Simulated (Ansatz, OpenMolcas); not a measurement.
**The same job for OpenMolcas**

Ansatz 0.2.0 runs this on SiO2 (silicon dioxide molecule):

in.yaml:
```yaml
basis:
  gaussian:
    orbitals: cc-pVTZ
crystal:
  periodic: [false, false, false]
  atoms:
    - {symbol: O, position_ang: [0.697730, 1.229600, 0.518760]}
    - {symbol: Si, position_ang: [-0.000010, 0.000000, -0.000000]}
    - {symbol: O, position_ang: [-0.697730, -1.229610, -0.518760]}
accuracy: high
hamiltonian:
  xc: {name: BHLYP}
output: {orbitals: {seedname: orbitals}}
```

```bash
$ ansatz run in.yaml --threads 1 --pin off --max-ram 3480MiB --events-out events.jsonl --progress --plain --runs-dir runs
```

The shape is that of a PBE0-D4/def2-TZVP optimisation.

It gives a total energy of -439.933780 Eh.

**Question.** Write the same calculation for OpenMolcas 26.06 as an input file of the program's own, asking for the gradient.

**Answer.** For example:

mol.inp:
```
>>> EXPORT MOLCAS_PRINT=2
&GATEWAY
BasLib
$CurrDir
Coord
3
angstrom
O        0.697730       1.229600       0.518760
Si      -0.000010       0.000000       0.000000
O       -0.697730      -1.229610      -0.518760
Basis
cc-pVTZ
Group
NoSym
&SEWARD
GridInput
Grid=UltraFine
End of Grid
&SCF
KSDFT
HYB_GGA_XC_BHANDHLYP
Thresholds
1e-10 1e-07 1e-07 1e-05
PrOrbitals
1 2
&ALASKA
```

```bash
$ export MOLCAS_MEM=1860
$ pymolcas mol.inp > mol.log
```

(Basis files named in the input come from the Basis Set Exchange and aren't shown.)

Its energy is -439.933780 Eh, the same as the first but for the last digit, at most.
